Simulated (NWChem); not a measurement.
Spin states of CH3S

```xyz
5

C      0.0417     1.0933    -0.0962
S     -0.0294    -0.6858     0.0676
H      0.6020     1.5704     0.7217
H      0.5783     1.3040    -1.0387
H     -0.9608     1.5385    -0.1867
```
Charge 0, spin multiplicity 2.

Everything below was run with NWChem. Structure: optimised with UPBE0/def2-SVP, a minimum by its harmonic frequencies.

Basis set: def2-TZVP. The gap is E(quartet) − E(doublet) at the geometry of the doublet, so a negative value puts the higher spin lower. Open shells are unrestricted, coupled cluster uses restricted open-shell references. The quartet is the single determinant that the SCF runs reached; it need not be the lowest quartet, which in molecules with degenerate π orbitals can need several determinants.

Relative cost: rough, from shared machines, SCF included, B3LYP = 1.

The correlated methods keep 6 core orbitals frozen. B3LYP has NWChem's definition, with VWN1-RPA local correlation. The structure started from a generated list of species. The stability of the SCF solutions was not checked. Open-shell Hartree-Fock references start from PBE0 orbitals; any time given for them includes that run. Coupled-cluster values serve here as a point of comparison, not as the truth.

```tsv
method	vertical doublet-quartet gap (kcal/mol)	relative cost
B3LYP	125.4	1
PBE	121.1	under 3
B2PLYP	127.0	under 3
r2SCAN	122.6	under 3
M06-2X	130.8	under 3
HF	121.6	under 3
MP2	___	under 3
CCSD(T)	___	10
```

Complete the blanks.


- MP2, vertical doublet-quartet gap (kcal/mol): 128.2
- CCSD(T), vertical doublet-quartet gap (kcal/mol): 127.6
